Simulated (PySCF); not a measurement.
2,2,2-trifluoroethanol, C2H3F3O, SMILES OCC(F)(F)F, point group C1.

Level: B3LYP/pcSseg-1 in PySCF (density fitting, grid level 2); geometry and Hessian at that level, cubic constants and property derivatives from steps of ±0.6 along each species' dimensionless normal coordinates, second-order vibrational perturbation theory. The parent has the commonest isotopes.

Equilibrium geometry (Å):

| atom | x | y | z |
| --- | --- | --- | --- |
| O1 | 1.5454 | 0.0415 | 0.5078 |
| C2 | 0.4697 | -0.5037 | -0.2135 |
| C3 | -0.8394 | 0.2078 | 0.0878 |
| F4 | -1.2134 | 0.0868 | 1.3715 |
| F5 | -1.8349 | -0.2801 | -0.6816 |
| F6 | -0.7311 | 1.5345 | -0.1761 |
| H7 | 1.6783 | 0.9558 | 0.2158 |
| H8 | 0.6152 | -0.4704 | -1.3032 |
| H9 | 0.3644 | -1.5482 | 0.0908 |

(1) Give the equilibrium and ground-state rotational constants (MHz) of parent; ²H at 7.

(2) How is the parent's vibrational correction B0 − Be made up?

(3) And its quartic centrifugal distortion constants from the harmonic force field?

A mode lies under 250 cm⁻¹, where this perturbation treatment is rough. Internal rotors are held in one well.

Answers

(1) 
```json
{"species": "parent", "Ae": "5264.8", "Be": "2805.6", "Ce": "2775.5", "A0": "5229.3", "B0": "2783.9", "C0": "2753.2", "Δ0 (u Å²)": "-94.618", "harmonic ZPE (cm⁻¹)": "12572"}
{"species": "²H at 7", "Ae": "5220.3", "Be": "2733.3", "Ce": "2703.2", "A0": "5185.7", "B0": "2712.3", "C0": "2681.7", "Δ0 (u Å²)": "-95.335", "harmonic ZPE (cm⁻¹)": "11841"}
```

Δ0 = Ic − Ia − Ib from the ground-state constants.

(2) 
```json
{"axis": "a", "harmonic": "7.24", "Coriolis": "-5.69", "cubic": "-37", "total (MHz)": "-35.4"}
{"axis": "b", "harmonic": "2.51", "Coriolis": "-1.68", "cubic": "-22.5", "total (MHz)": "-21.7"}
{"axis": "c", "harmonic": "2.91", "Coriolis": "-1.07", "cubic": "-24.1", "total (MHz)": "-22.3"}
```

(3) Asymmetric top, A reduction, Ir representation: ΔJ = 0.49 kHz, ΔJK = 3.8 kHz, ΔK = -2.89 kHz, δJ = -0.00102 kHz, δK = 1.84 kHz.
